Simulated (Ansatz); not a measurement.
What does this script print? It uses the Ansatz DFT code, driven from Python.

The script, `pa_b2h4s.py`:
```python
import warnings

import ansatz as az
import numpy as np


def main() -> None:
    warnings.simplefilter("ignore", az.DeckWarning)

    geometry_ang = [
        ("B", (-1.2223, -0.1735, -0.4721)),
        ("S", (-0.4039, -0.7185, 1.0769)),
        ("B", (1.1956, 0.0687, 0.5379)),
        ("H", (-1.2077, -0.802, -1.4503)),
        ("H", (-1.8079, 0.9151, -0.5177)),
        ("H", (1.4762, 1.1954, 0.8605)),
        ("H", (2.0313, -0.5532, -0.0809)),
    ]
    b2h4s = az.Crystal.molecule()
    for symbol, xyz in geometry_ang:
        b2h4s = b2h4s.atom(symbol, xyz)

    job = b2h4s.calculation().basis(gaussian="6-31G*").functional("r2SCAN")
    symbols = [site.symbol for site in b2h4s.cartesian_sites]
    start = np.array([site.position_ang for site in b2h4s.cartesian_sites], dtype=float)
    r = job.relax(force_tolerance=0.01).run(threads=1, backend="cpu").report
    end = np.array(r["positions_ang"])

    away = sum((end[1] - end[j]) / np.linalg.norm(end[1] - end[j]) for j in [0, 2]) + np.array([0.15, 0.1, -0.2])
    proton = end[1] + 1.4 * away / np.linalg.norm(away)
    acid = az.Crystal.molecule()
    for symbol, place in zip(symbols, end):
        acid = acid.atom(symbol, place.tolist())
    acid = acid.atom("H", proton.tolist())
    protonated = (
        acid.calculation()
        .basis(gaussian="6-31G*")
        .functional("r2SCAN")
        .charge(1)
        .relax(force_tolerance=0.01, max_steps=80)
    )
    after = protonated.run(threads=1, backend="cpu").report
    xyz = np.array(after["positions_ang"])
    reach = np.linalg.norm(xyz[:-1] - xyz[-1], axis=1)
    print(f"base {r['free_energy_ev']:.5f} eV, protonated {after['free_energy_ev']:.5f} eV")
    print(f"the proton ends {reach.min():.3f} A from {symbols[reach.argmin()]}{reach.argmin()}")
    print(f"electronic proton affinity {96.485332 * (r['free_energy_ev'] - after['free_energy_ev']):.1f} kJ/mol")


if __name__ == "__main__":
    main()
```

Output of `python pa_b2h4s.py`:
```text
base -12250.97115 eV, protonated -12258.44141 eV
the proton ends 1.350 A from S1
electronic proton affinity 720.8 kJ/mol
```

What to keep in mind:
- Total energies depend on the basis set; only differences at equal settings carry meaning.
- The proton is put on one chosen atom, which needn't be the most basic site, so the molecule's proton affinity can be higher; the ends are stationary points, not checked by frequencies, and zero-point and thermal terms count only where printed.
- Hardware and time: 63 s on 1 thread of Arm Neoverse V1, with other jobs on the host, peak memory 0.19 GiB.
